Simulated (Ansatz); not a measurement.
We consider fluorite CdF₂, described by rVV10 in Ansatz (plane waves, PAW).

Run with plane-wave cutoff 520 eV, 12×12×12 k mesh, Fermi–Dirac smearing 0.01 eV, scalar-relativistic PAW data made under PBE.

Response to compression and expansion:

| V (Å³/atom) | P (GPa) | direct gap at Γ (eV) | smallest gap on the k mesh (eV) |
|---|---|---|---|
| 12.738 | 7.43 | 3.407 | 2.956 |
| 13.009 | 4.66 | 3.358 | 2.880 |
| 13.280 | 2.20 | 3.309 | 2.806 |
| 13.552 | 0.00 | 3.260 | 2.734 |
| 13.823 | -1.96 | 3.211 | 2.663 |
| 14.094 | -3.70 | 3.162 | 2.595 |
| 14.365 | -5.25 | 3.112 | 2.529 |

The fundamental gap (2.73 eV at the equilibrium volume, with added k points) lies elsewhere than Γ–Γ.

Measured, for comparison: band gap 7.8 eV (temperature not stated, not corrected to a static lattice, indirect W–Γ; as tabulated in Cappellini et al. (2013), arXiv:1302.2571).

Spin–orbit coupling is not included.

Ansatz is a program for electronic structure.
